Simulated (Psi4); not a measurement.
# One shape, several levels: quartet SiNH4

We compute a comparison of 3 runs (UDSD-PBEP86/def2-TZVP, UTPSSh/def2-TZVP, UMP3/def2-TZVP) of quartet SiNH4. 

The calculation is run with Psi4 1.11.

1 further run of the same task is left out (set aside as unsound or not needed). Runs told in other sessions of the task aren't counted.

**1. The molecule**

The species is SiNH4 (6 atoms), meant as a quartet with charge 0. SMILES of the parent species: `[NH][SiH3]`. The shape is that of a PBE0-D4/def2-TZVP optimisation. That shape belongs to the parent species and isn't relaxed for this state.

Bond lengths: N1–Si2 1.753 Å, N1–H3 1.023 Å, Si2–H4 1.491 Å, Si2–H5 1.491 Å, Si2–H6 1.481 Å. Angles: N1–Si2–H4 110.8°, N1–Si2–H5 109.1°, N1–Si2–H6 109.3°, Si2–N1–H3 111.9°, H4–Si2–H5 108.6°, H4–Si2–H6 109.5°, H5–Si2–H6 109.5°.

**2. The energy at UDSD-PBEP86/def2-TZVP (density fitting for correlation) (run 1)**

calc.inp reads:

```
memory 2200 mb

molecule {
  0 4
  N
  Si 1 R2
  H 1 R3 2 A3
  H 2 R4 1 A4 3 D4
  H 2 R5 4 A5 1 D5
  H 2 R6 4 A6 5 D6

  R2 = 1.752625
  R3 = 1.022911
  A3 = 111.89876
  R4 = 1.491108
  A4 = 110.76314
  D4 = 54.98538
  R5 = 1.491394
  A5 = 108.64961
  D5 = 119.7997
  R6 = 1.481361
  A6 = 109.53092
  D6 = 119.61475
  symmetry c1
}

set {
  basis def2-TZVP
  reference uks
  puream true
  e_convergence 1e-09
  d_convergence 1e-08
  scf_type pk
  dft_radial_points 99
  dft_spherical_points 590
  num_frozen_docc 6
  maxiter 100
}

energy('dsd-pbep86')
```

Launch:

```
$ psi4 -i calc.inp -o calc.out -n 1
```

calc.out:

```text
[...]
  Running in c1 symmetry.
[...]
  Nuclear repulsion =   56.674420389990779
[...]
  Multiplicity = 4
[...]
  Nalpha       = 14
  Nbeta        = 11
[...]
    Number of basis functions: 92
[...]
   @UKS iter   1:  -345.68604350913824   -3.77638e-01   4.42062e-03 DIIS/ADIIS
[...]
   @UKS iter  18:  -345.84132661356182   -1.16529e-11   7.85452e-09 DIIS
[...]
   @S^2 Observed:                3.764220307E+00
[...]
    Orbital Energies [Eh]
    ---------------------
    Alpha Occupied:
       1A    -67.877124     2A    -15.319702     3A     -5.867487
       4A     -4.062079     5A     -4.056576     6A     -4.056554
       7A     -1.218115     8A     -0.741700     9A     -0.683060
      10A     -0.621210    11A     -0.591591    12A     -0.456433
      13A     -0.453178    14A     -0.114986
    Alpha Virtual:
      15A      0.074804    16A      0.103902    17A      0.105631
      18A      0.129303    19A      0.218222    20A      0.218743
      21A      0.262306    22A      0.270180    23A      0.281969
      24A      0.298696    25A      0.341519    26A      0.342242
[...]
  @UKS Final Energy:  -345.84132661356182
   => Energetics <=
    Nuclear Repulsion Energy =             56.6744203899907788
    One-Electron Energy =                -588.6646132799880888
    Two-Electron Energy =                 194.4383679519024213
    DFT Exchange-Correlation Energy =      -8.2895016754669424
    Empirical Dispersion Energy =           0.0000000000000000
    VV10 Nonlocal Energy =                  0.0000000000000000
    Total Energy =                       -345.8413266135618187
  UHF NO Occupations:
  HONO-2 :   12  A 1.0000000
  HONO-1 :   13  A 1.0000000
[...]
 Multipole Moments:
 ------------------------------------------------------------------------------------
     Multipole            Electronic (a.u.)      Nuclear  (a.u.)        Total (a.u.)
 ------------------------------------------------------------------------------------
 L = 1.  Multiply by 2.5417464519 to convert [e a0] to [Debye]
 Dipole X            :         -0.0289756            0.0228268           -0.0061488
 Dipole Y            :         -1.2776695            0.8208267           -0.4568429
 Dipole Z            :         -1.9182786            1.4773552           -0.4409233
 Magnitude           :                                                    0.6349462
[...]
```

Run time: 46 s. Hardware: 1 thread of Intel Xeon Platinum 8175M at 2.50GHz (Skylake/Cascade Lake), shared host; peak memory 1.2 GiB.

**3. A single-point energy at UTPSSh/def2-TZVP (run 2)**

job.dat reads:

```
memory 2200 mb

molecule {
  0 4
  N
  Si 1 r2
  H 1 r3 2 a3
  H 2 r4 1 a4 3 d4
  H 2 r5 4 a5 1 d5
  H 2 r6 4 a6 5 d6

  r2 = 1.752625
  r3 = 1.022911
  a3 = 111.89876
  r4 = 1.491108
  a4 = 110.76314
  d4 = 54.98538
  r5 = 1.491394
  a5 = 108.64961
  d5 = 119.7997
  r6 = 1.481361
  a6 = 109.53092
  d6 = 119.61475
  units angstrom
  symmetry c1
}

set {
  basis def2-TZVP
  reference uks
  puream true
  e_convergence 1e-09
  d_convergence 1e-08
  scf_type pk
  dft_radial_points 99
  dft_spherical_points 590
  maxiter 100
}

E, wfn = energy("tpssh", return_wfn=True)
oeprop(wfn, "MULLIKEN_CHARGES", "MAYER_INDICES", "DIPOLE", title="TPSSH")
```

Launch:

```
$ psi4 job.dat job.out -n 1
```

job.out:

```text
[...]
  Running in c1 symmetry.
[...]
  Nuclear repulsion =   56.674420389990779
[...]
  Multiplicity = 4
[...]
  Nalpha       = 14
  Nbeta        = 11
[...]
    Number of basis functions: 92
[...]
   @UKS iter   1:  -346.20895392571879   -1.22211e-01   6.96747e-03 ADIIS/DIIS
[...]
   @UKS iter  16:  -346.41443726965394   -1.87583e-12   5.27265e-09 DIIS
[...]
   @S^2 Observed:                3.760965456E+00
[...]
  @UKS Final Energy:  -346.41443726965394
   => Energetics <=
    Nuclear Repulsion Energy =             56.6744203899907788
    One-Electron Energy =                -589.1070888418038294
    Two-Electron Energy =                 212.4148048582607373
    DFT Exchange-Correlation Energy =     -26.3965736761016672
    Empirical Dispersion Energy =           0.0000000000000000
    VV10 Nonlocal Energy =                  0.0000000000000000
    Total Energy =                       -346.4144372696539449
  UHF NO Occupations:
  HONO-2 :   12  A 1.0000000
  HONO-1 :   13  A 1.0000000
[...]
 Multipole Moments:
 ------------------------------------------------------------------------------------
     Multipole            Electronic (a.u.)      Nuclear  (a.u.)        Total (a.u.)
 ------------------------------------------------------------------------------------
 L = 1.  Multiply by 2.5417464519 to convert [e a0] to [Debye]
 Dipole X            :         -0.0265081            0.0228268           -0.0036813
 Dipole Y            :         -0.9700993            0.8208267           -0.1492727
 Dipole Z            :         -1.9343106            1.4773552           -0.4569554
 Magnitude           :                                                    0.4807329
[...]
  Mulliken Charges: (a.u.)
   Center  Symbol    Alpha    Beta     Spin     Total
       1     N     3.99452  2.62851  1.36601  0.37696
       2    SI     7.70515  6.75549  0.94966 -0.46064
       3     H     0.75457  0.33528  0.41930 -0.08985
       4     H     0.52689  0.39787  0.12902  0.07524
       5     H     0.52821  0.40423  0.12398  0.06756
       6     H     0.49066  0.47863  0.01203  0.03071
   Total alpha = 14.00000, Total beta = 11.00000, Total charge = -0.00000
  Mayer Bond Indices:
[...]
```

Wall time 2.5 min (1 thread of Intel Xeon Platinum 8175M at 2.50GHz (Skylake/Cascade Lake), shared host); peak memory 1.4 GiB.

**4. The energy at UMP3/def2-TZVP (run 3)**

job.dat reads:

```
memory 2.2 GB

molecule m {
  0 4
  N      0.592100    -0.835200     0.909500
  Si    -0.203700     0.347600    -0.110000
  H      0.922800    -1.640700     0.372700
  H     -1.310600    -0.282300    -0.885500
  H      0.789500     0.911800    -1.068900
  H     -0.748100     1.434800     0.736200
  symmetry c1
  no_reorient
  no_com
}

set globals {
  basis def2-TZVP
  reference uhf
  puream true
  e_convergence 1e-09
  d_convergence 1e-08
  scf_type pk
  num_frozen_docc 6
  maxiter 100
  mp_type conv
}

energy('mp3')
print_variables()
```

Launch:

```
$ psi4 -i job.dat -o job.out -n 1
```

job.out:

```text
[...]
  Running in c1 symmetry.
[...]
  Nuclear repulsion =   56.674425113493072
[...]
  Multiplicity = 4
[...]
  Nalpha       = 14
  Nbeta        = 11
[...]
    Number of basis functions: 92
[...]
   @UHF iter   1:  -345.30551172265945   -4.81530e-01   3.80615e-03 DIIS/ADIIS
[...]
   @UHF iter  20:  -345.48570652203114   -8.29914e-12   7.19142e-09 DIIS
[...]
   @S^2 Observed:                3.766634835E+00
[...]
    Orbital Energies [Eh]
    ---------------------
    Alpha Occupied:
       1A    -68.821338     2A    -15.759528     3A     -6.170185
       4A     -4.280173     5A     -4.275356     6A     -4.275169
       7A     -1.339239     8A     -0.808867     9A     -0.759484
      10A     -0.698215    11A     -0.651259    12A     -0.503324
      13A     -0.502197    14A     -0.128126
    Alpha Virtual:
      15A      0.109242    16A      0.141633    17A      0.146612
      18A      0.171203    19A      0.260431    20A      0.261447
      21A      0.311260    22A      0.322859    23A      0.335332
      24A      0.346546    25A      0.389282    26A      0.393379
[...]
  @UHF Final Energy:  -345.48570652203114
   => Energetics <=
    Nuclear Repulsion Energy =             56.6744251134930721
    One-Electron Energy =                -588.3883635612048693
    Two-Electron Energy =                 186.2282319256806602
    Total Energy =                       -345.4857065220311370
  UHF NO Occupations:
  HONO-2 :   12  A 1.0000000
  HONO-1 :   13  A 1.0000000
  HONO-0 :   14  A 1.0000000
  LUNO+0 :   15  A 0.0046247
  LUNO+1 :   16  A 0.0013293
[...]
 Multipole Moments:
 ------------------------------------------------------------------------------------
     Multipole            Electronic (a.u.)      Nuclear  (a.u.)        Total (a.u.)
 ------------------------------------------------------------------------------------
 L = 1.  Multiply by 2.5417464519 to convert [e a0] to [Debye]
 Dipole X            :         -1.8799148            1.7886258           -0.0912890
 Dipole Y            :          1.4221682           -1.0514436            0.3707246
 Dipole Z            :         -6.8363953            7.5229997            0.6866044
 Magnitude           :                                                    0.7856183
[...]
	SCS-MP2 Total Energy (a.u.)        :  -345.74826203684279
	SOS-MP2 Total Energy (a.u.)        :  -345.74973776430517
[...]
	SOS-PI-MP2 Total Energy (a.u.)     :  -345.77004785986475
[...]
	MP2 Total Energy (a.u.)            :  -345.74531058191803
[...]
	SCS-MP3 Total Energy (a.u.)        :  -345.75726100216173
[...]
	MP3 Total Energy (a.u.)            :  -345.78130644319367
[...]
```

It took 32 s on 1 thread of Intel Xeon Platinum 8175M at 2.50GHz (Skylake/Cascade Lake), shared host; peak memory 0.87 GiB.

**5. Overview of the runs**

| run | level | fitting correlation | frozen core orbitals | energy (Eh) | HOMO energy (eV) | ⟨S²⟩ | wall time |
| --- | --- | --- | --- | --- | --- | --- | --- |
| 1 | UDSD-PBEP86/def2-TZVP (density fitting for correlation) | density fitting | 6 | -345.983974 | -3.13 | 3.764 | 46 s |
| 2 | UTPSSh/def2-TZVP | – | 0 | -346.414437 | -1.87 | 3.761 | 2.5 min |
| 3 | UMP3/def2-TZVP | none | 6 | -345.781306 | -3.49 | 3.767 | 32 s |

**6. Summary of results**

| quantity | value |
| --- | --- |
| run 3: total energy | -345.78131 Eh |
| run 3: HOMO energy (Hartree–Fock orbitals) (highest over α and β) | -3.49 eV |
| run 3: LUMO energy (Hartree–Fock orbitals) (lowest over α and β) | -1.09 eV |
| run 3: correlation energy (6 core orbitals frozen) | -295.6 mEh |
| run 3: ⟨S²⟩ of the reference determinant | 3.767 |

Totals of different functionals can't be ranked against each other. All runs together took 3.8 min, the longest 2.5 min.
